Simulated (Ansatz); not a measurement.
## BeAg₂: from a trial structure to a relaxed crystal

Level of theory: Ansatz, DFT PBE, scalar-relativistic, plane waves, PAW. Cutoff 420 eV, Γ-centred k mesh, Gaussian smearing, no spin polarisation in the final step.

A relaxed cell is given with its space group left out.

```xyz
3
Lattice="0.0000 2.8883 2.8883 2.8883 0.0000 2.8883 2.8883 2.8883 0.0000" Properties=species:S:1:pos:R:3 pbc="T T T"
Be    0.0000    0.0000    0.0000
Ag    1.4441    1.4441    1.4441
Ag    4.3324    4.3324    4.3324
```

Energies over the elements count from the elements' standard structures at the same level, with no empirical corrections.

(1) What space group does it have?

(2) How far does it lie from the elements in energy?

(3) Is it a metal?

## Answers

(1) Fm-3m (No. 225). Conventional cell: a = 5.777 Å. Be has 8 Ag at 2.50 Å; around Ag lie 4 Be at 2.50 Å and 6 Ag at 2.89 Å.

(2) 0.28 eV/atom.

(3) Yes, bands cross the Fermi level on the 14×14×14 mesh.

The final run used a 14×14×14 mesh on its 3-atom cell and 0.10 eV smearing. For metals, differences of a few meV/atom aren't resolved. The cell came from a trial start, so BeAg₂ may not exist in this structure.

Cost: 3 runs of about 0.57 core-minutes in all, on Arm Neoverse V1 (shared hosts).